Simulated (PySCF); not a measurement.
Below is a simulated gas-phase P 2p photoelectron spectrum of `[SiH3][PH3+]`.

Every computed line was given a Gaussian of 0.5 eV full width at half maximum and an area set by the number of equivalent atoms (split 2:1 within a doublet); the highest printed point is 100. Method: delta-SCF UKS SCAN, pcX-2 on the ionised atom, pcseg-1 elsewhere, spin-free X2C in PySCF.

binding energy (eV), intensity and a bar:
```
    143.5          1 
    143.6          2 #
    143.7          8 ##
    143.8         20 ######
    143.9         42 #############
    144.0         70 #####################
    144.1         94 ############################
    144.2        100 ##############################
    144.3         86 ##########################
    144.4         59 ##################
    144.5         34 ##########
    144.6         19 ######
    144.7         16 #####
    144.8         24 #######
    144.9         37 ###########
    145.0         48 ##############
    145.1         50 ###############
    145.2         41 ############
    145.3         28 ########
    145.4         15 ####
    145.5          6 ##
    145.6          2 #
    145.7          1 
    145.8          0
```

**Question.** How many maxima does the curve show, and how many computed lines lie under it?

**Answer.** The curve has 2 maxima (at 144.2 and 145.1 eV). Under it lie 2 lines from 1 inequivalent phosphorus site, drawn as a 2p3/2, 2p1/2 pair.

**Question.** Decompose the envelope and assign each component. Numbering: `[SiH3:1][PH3+:2]`.

**Answer.** 
```csv
position (eV),relative area,line,atoms,environment
144.18,0.67,P 2p3/2,P2,phosphorus bonded to Si and 3 H
145.07,0.33,P 2p1/2,P2,phosphorus bonded to Si and 3 H
```

The curve has no shake-up lines and no vibrational structure. 2p3/2 and 2p1/2 are the ΔSCF energy of one spin-free 2p hole plus the eigenvalues of a spin–orbit and ligand-field matrix of the shell. 2p1/2 minus 2p3/2 (ligand field included): P 0.89 eV. The species carries charge +1, so core ionisation leaves charge +2. Geometry: PBE0-D3(BJ)/def2-SVP; no solvent, vibrations or thermal averaging.

Hardware: one thread, Arm Neoverse V1 (aarch64) (shared host). Cost: 8.1 s of wall time, 0.38 GiB resident at most.
